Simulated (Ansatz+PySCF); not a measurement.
# doublet CH₄P: levels of theory in one basis

```yaml
atoms:
  - { symbol: C, position_ang: [-0.0319, 0.0000, -0.8336] }
  - { symbol: P, position_ang: [0.5557, 0.0000, 0.8496] }
  - { symbol: H, position_ang: [-0.0440, 0.9240, -1.3989] }
  - { symbol: H, position_ang: [-0.0440, -0.9240, -1.3989] }
  - { symbol: H, position_ang: [-0.2179, -1.0531, 1.3909] }
  - { symbol: H, position_ang: [-0.2179, 1.0531, 1.3909] }
```

Basis set: cc-pVTZ on H, C; cc-pV(T+d)Z on P (spherical functions). Frozen core: 6 orbitals. Correlation on ROHF uses semicanonical orbitals with singles. Charge 0, multiplicity 2.

Computed with Ansatz (development build ahead of 0.2.0); each method stands on the lowest determinant of its kind that the runs found.

| method | E − E(ROHF) (eV) | <S²> of the determinant |
| --- | --- | --- |
| ROHF | 0.00 | 0.75 |
| UHF | -0.15 | 0.77 |
| ROHF-MP2 | -8.47 | – |
| UHF-MP2 | -8.45 | 0.77 |

(1) Is a single determinant a sound starting point here?

## Answers

(1) By this sign, yes. Unrestricted orbitals gain 0.15 eV and <S²> is 0.77 against 0.75 for a pure state.
